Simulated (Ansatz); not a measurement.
# GaB, triplet: the ladder up to full CI

Geometry: a point of a stretch scan, not a stationary point.

```xyz
2

B     0.0000    0.0000    0.0000
Ga    0.0000    0.0000    2.8080
```

Basis cc-pVDZ; Ansatz 0.2.0. Correlated methods freeze the noble-gas cores and the filled d shells of p-block atoms, which leaves 6 electrons in 26 orbitals. R marks a restricted (for open shells ROHF) determinant, U an unrestricted one. Active spaces: pair = (4e, 4o) about the gap; valence = (6e, 8o) chosen from the atoms' valence shells. No spin–orbit coupling is included, and no scalar relativity.

Full CI is exact within this basis and frozen core; it isn't the basis-set limit. The frozen core follows each run's orbitals, which can shift R against U totals by a few meV for light atoms and by up to 0.1 eV past Ca.

For open shells CISD is restricted-active-space CI with the open shells as a complete middle space.

The UHF ⟨S²⟩ is 2.045 and the T1 diagnostic (RCCSD) is 0.0656. The largest doubles amplitude (RCCSD) is 0.118.

```csv
level,E − E(full CI) (meV),share of correlation (%),wall time
RHF,3504,0.00,–
RMP2,1160,66.91,–
CISD,377,89.25,2.2 s
RCCSD,213,93.93,–
RCCSD(T),75,97.85,8.5 s
BCCD(T),70,98.01,9 s
RCCSDT,12,99.67,–
RCCSDT(Q),2,99.95,14 s
CASSCF (valence space),1661,52.60,–
NEVPT2 (valence space),419,88.05,4.1 s
NEVPT4(SD) (valence space),35,98.99,4.5 s
MRCISD (valence space),68,98.06,–
MRCISD+Q (valence space),-15,100.42,4.7 s
```

The correlation energy at full CI, counted from RHF, is -3.504 eV. That run took 18 s on 1 thread of Arm Neoverse V2, shared host over 1,689,856 determinants.

Run but not shown, since their state, orbitals or frozen core can't be matched to the reference's or they repeat it: UHF, UMP2, UCCSD, UCCSD(T), UCCSDT, UCCSDT(Q), CASSCF (pair space), NEVPT2 (pair space), MRCISD (pair space), MRCISD+Q (pair space).

Times hold each run's SCF and search for its determinant on a shared host, so for small cases they say little of a method's own cost; they ran on 1 thread of Arm Neoverse V2.

Not variational, and here over 5 meV under the exact energy: MRCISD+Q (valence space).

The full-CI state has the irrep B1 of C2v, in the program's axes (one component, if the state is degenerate).

Natural occupations of full CI about the gap: 1.916 1.869 0.962 0.946 0.081 0.069 0.052 0.038 0.009 0.009; effectively unpaired electrons, Σ n²(2−n)², 2.14.
